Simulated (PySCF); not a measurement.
**CN and its ions**

PBE0; PySCF, no relativity, basis sets C def2-SVPD, N def2-SVPD. Neutral (UKS): doublet (σ ↑), Re = 1.166 Å, ωe = 2219 cm⁻¹, De = 7.83 eV, HOMO -10.80 eV, LUMO -6.34 eV.

CN⁻ (UKS): singlet (closed shell), Re = 1.174 Å, ωe = 2212 cm⁻¹. The energies at the minima are -92.52920 hartree for CN and -92.66676 for CN⁻.

Problem. Work out the adiabatic electron affinity, without and with harmonic zero-point energies (1 hartree = 27.2114 eV, 1 eV = 8065.5 cm⁻¹), and the change of the bond length.

Solution. At PBE0: 0.13756 hartree = 3.743 eV between the minima; the zero-point term (2219.0 − 2212.0)/2 cm⁻¹ = +0.000 eV makes it 3.744 eV. Re changes by +0.8 pm against the neutral. The electron enters a σ orbital, and the small change of length marks it as nearly non-bonding.

States were picked by a PBE0 search and need not be the measured ground states.
